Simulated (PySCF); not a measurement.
**BHClO (SMILES O[B]Cl) at UCCSDT/STO-6G**

Aim: the vertical doublet–quartet gap of BHClO at UCCSDT/STO-6G, from 2 runs. Input form: a Python script.

The results are computed with PySCF 2.14.0.

6 further runs of the same task are left out: 6 set aside as unsound or not needed.

### Step 1. The system as given

The species is BHClO (4 atoms), meant as a doublet with charge 0. As SMILES, `O[B]Cl`. The coordinates come from a PBE0-D4/def2-TZVP relaxation.

Bond lengths: O1–B2 1.334 Å, B2–Cl3 1.740 Å, O1–H4 0.961 Å. Angles: O1–B2–Cl3 122.2°, B2–O1–H4 113.5°.

### Step 2. A single-point energy at UCCSDT/STO-6G

calc.py reads:

```python
# O[B]Cl
from pyscf import gto, cc

mol = gto.Mole()
mol.atom = '''
O        0.545600       0.191100      -0.589300
B       -0.429900       0.065600       0.312600
Cl      -0.557200      -1.323200       1.352900
H        0.497000       1.006200      -1.096500
'''
mol.spin = 1
mol.verbose = 3
mol.max_memory = 1860
mol.basis = 'sto-6g'
mol.build()

mf = mol.UHF()
mf.conv_tol = 1e-10
mf.kernel()
if not mf.converged:
    mf = mf.newton().run(mf.mo_coeff, mf.mo_occ)

mycc = cc.CCSDT(mf, frozen=7)
mycc.kernel()
e_final = mycc.e_tot
print('E = %.10f Eh' % e_final)
```

Started as:

```sh
$ OMP_NUM_THREADS=1 python calc.py
```

The program printed:

```text
converged SCF energy = -557.758996175882  <S^2> = 0.75517903  2S+1 = 2.0051723
_make_eris_incore_UCCSDT

WARN: A large `blksize_v_aaa` is being used, which may cause large memory consumption
      for storing contraction intermediates. If memory is sufficient, consider using
      `pyscf.cc.uccsdt_highm.UCCSDT` instead.

WARN: A large `blksize_v_aab` is being used, which may cause large memory consumption
      for storing contraction intermediates. If memory is sufficient, consider using
      `pyscf.cc.uccsdt_highm.UCCSDT` instead.

UCCSDT converged
E(UCCSDT) = -557.8572274867342   E_corr = -0.0982313108525156
E_corr(same-spin) = -0.017071346120233
E_corr(oppo-spin) = -0.0811599647322826
E = -557.8572274867 Eh
```

It took 2.5 s on 1 thread of Intel Xeon Platinum 8488C (Sapphire Rapids), shared host; peak memory 0.12 GiB.

### Step 3. The quartet, same level

job.py reads:

```python
from pyscf import gto, scf, cc

mol = gto.M(
    atom='''
O      1.031035     0.361127    -1.113616
B     -0.812393     0.123966     0.590728
Cl    -1.052955    -2.500486     2.556610
H      0.939194     1.901442    -2.072085
''',
    unit='bohr',
    verbose=3,
    charge=0,
    max_memory=1860,
    spin=3,
    basis='sto-6g',
)

calc0 = scf.UHF(mol)
calc0.conv_tol = 1e-10
calc0.kernel()
if not calc0.converged:
    calc0 = calc0.newton().run(calc0.mo_coeff, calc0.mo_occ)

mycc = cc.CCSDT(calc0, frozen=7)
mycc.kernel()
e_final = mycc.e_tot
print('E = %.10f Eh' % e_final)
```

Started as:

```sh
$ OMP_NUM_THREADS=1 python job.py
```

The program printed:

```text
WARN: HOMO 0.197904871683157 >= LUMO -0.467099975638418

converged SCF energy = -557.516917185336  <S^2> = 3.7580293  2S+1 = 4.0040127
_make_eris_incore_UCCSDT

WARN: A large `blksize_v_aaa` is being used, which may cause large memory consumption
      for storing contraction intermediates. If memory is sufficient, consider using
      `pyscf.cc.uccsdt_highm.UCCSDT` instead.

WARN: A large `blksize_v_aab` is being used, which may cause large memory consumption
      for storing contraction intermediates. If memory is sufficient, consider using
      `pyscf.cc.uccsdt_highm.UCCSDT` instead.

UCCSDT converged
E(UCCSDT) = -557.5752364014503   E_corr = -0.05831921611407215
E_corr(same-spin) = -0.00717408612800882
E_corr(oppo-spin) = -0.0511451299860633
E = -557.5752364015 Eh
```

Wall time 3.3 s (1 thread of Intel Xeon Platinum 8488C (Sapphire Rapids), shared host); peak memory 0.11 GiB.

### Step 4. Summary of results

At UCCSDT/STO-6G, 7 core orbitals frozen:

```
                                                           quantity          value
                                              doublet: total energy  -557.85723 Eh
                      doublet: dipole moment (Hartree–Fock density)         3.47 D
doublet: HOMO energy (Hartree–Fock orbitals) (highest over α and β)       -7.82 eV
 doublet: LUMO energy (Hartree–Fock orbitals) (lowest over α and β)        7.19 eV
               doublet: correlation energy (7 core orbitals frozen)      -98.2 mEh
                         doublet: ⟨S²⟩ of the reference determinant          0.755
                                             doublet: T1 diagnostic          0.017
                                              quartet: total energy  -557.57524 Eh
                      quartet: dipole moment (Hartree–Fock density)         6.77 D
quartet: HOMO energy (Hartree–Fock orbitals) (highest over α and β)       -4.19 eV
 quartet: LUMO energy (Hartree–Fock orbitals) (lowest over α and β)        1.76 eV
               quartet: correlation energy (7 core orbitals frozen)      -58.3 mEh
                         quartet: ⟨S²⟩ of the reference determinant          3.758
                                             quartet: T1 diagnostic          0.032
                   vertical energy of the quartet above the doublet       7.673 eV
```

In words: At this shape the quartet lies 7.67 eV (740 kJ/mol) above the doublet. In a minimal basis such a difference can be off by several eV, whatever the method. Mulliken charges (quartet) of the mean-field density run from -0.34 on Cl3 to +0.36 on H4; they depend strongly on the basis.
